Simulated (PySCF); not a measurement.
Compound: FCO (doublet state).
Numbering: `[O:1]=[C:2][F:3]`

Geometry (PBE0-D3(BJ)/def2-SVP, Å), atoms numbered from 1 in this order:
```
atom  x, y, z in Å
O1    -1.0726   -0.2366   -0.1082
C2    -0.0710    0.3436    0.0445
F3     1.1489   -0.1419    0.0429
```

Computed, not measured: UKS B3LYP, IGLO-III on C F O, non-relativistic, mean-field spin-orbit, GIAO (PySCF 2.14.0). Isolated species at its PBE0-D3(BJ)/def2-SVP geometry, gas phase.

Computed for the main isotopes (class means, splittings of 0.05 mT or more): g = 2.0008; F3 19F +913.6 MHz (32.62 mT); 2 first-order lines, 32.62 mT wide.

(1) Where do the 13C satellites of C2 appear, and how strong are they?

(2) Give position and intensity of the satellites from 17O at O1.

## Answers

(1) a = +762.4 MHz, or 27.22 mT in magnitude, and I = 1/2, so to first order each main line has two satellites, at ±13.61 mT. The isotope's abundance is about 1.07 %, shared among 2 lines, so each has 0.54 % of the main line's intensity. At 340 mT second-order shifts move them to lower field by up to 0.54 mT.

(2) a = -52.5 MHz, or 1.88 mT in magnitude, and I = 5/2, so to first order each main line has six satellites, at ±0.94, ±2.81, ±4.69 mT. The isotope's abundance is about 0.038 %, shared among 6 lines, so each has 0.0063 % of the main line's intensity. At 340 mT second-order shifts move them to lower field by up to 0.04 mT.
